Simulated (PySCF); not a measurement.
Species: C5H8P (charge +1).
Z-matrix (Å and degrees, GFN2-xTB geometry), rows numbered from 1:
```
C 
C   1  1.3359
P   2  1.7748  1  120.68
C   3  1.7747  2  106.16  1    -0.02
C   4  1.3359  3  120.69  2    -0.05
C   1  1.4853  2  127.19  3     0.07
H   1  1.0830  2  118.45  3  -179.93
H   2  1.0819  1  121.62  3   179.98
H   3  1.3813  2  111.73  1  -122.02
H   3  1.3812  2  111.69  1   121.92
H   4  1.0819  3  117.66  2   179.95
H   5  1.0830  4  118.44  3  -179.95
H   6  1.0976  1  108.45  2   123.77
H   6  1.0976  1  108.45  2  -123.81
```

Probes without a nucleus sit at each ring's centroid and 1 Å off its mean plane on both sides; NICS is minus the shielding there, NICSzz its component along the normal. Level: GIAO PBE0/pcSseg-1 (PySCF, non-relativistic, gas phase) on the GFN2-xTB geometry, one conformer.

Ring bond lengths (Å), with Mayer bond orders in brackets: C1–C2 1.336 (1.87), C2–P3 1.775 (1.01), P3–C4 1.775 (1.01), C4–C5 1.336 (1.87), C5–C6 1.485 (1.09), C6–C1 1.485 (1.09).

Question: Give the NICS values of each ring in ppm.

Answer: 
```csv
ring,type,NICS(0),"NICS(1), two faces","NICS(1)zz, two faces",rms pucker (Å),"centre to ring atoms, mean (Å)"
C1–C2–P3–C4–C5–C6,"6-membered ring with P; formal bonds 2 double, 4 single",0.9,-1.6 / -1.6,1.3 / 1.3,0.00,1.53
```

Question: What can be read from them?

Answer: 
- C1–C2–P3–C4–C5–C6: mean NICS(1)zz 1.3 ppm, near zero. P3, C6 have four or more neighbours; no verdict on aromaticity is drawn.

Question: At the first NICS(1) probe listed for ring C1–C2–P3–C4–C5–C6, 1 Å off the ring, how large is the induced field along the normal in 9.4 T applied along it?

Answer: NICSzz × B0 = 1.3 ppm × 9.4 T = 12 μT, along the applied field.

Question: How shielded are the nuclei of the rings and their hydrogens (means over atoms taken as equivalent)?

Answer: 
```
   atoms             environment  σ isotropic (ppm)
 C1 (×2)        alkene CH carbon               15.3
 C2 (×2)        alkene CH carbon               90.1
      P3  phosphonium phosphorus              417.7
      C6          allylic carbon              151.9
 H7 (×2)        vinylic hydrogen              23.50
 H8 (×2)        vinylic hydrogen              25.42
 H9 (×2)            P–H hydrogen              24.97
H13 (×2)      methylene hydrogen              27.85
```
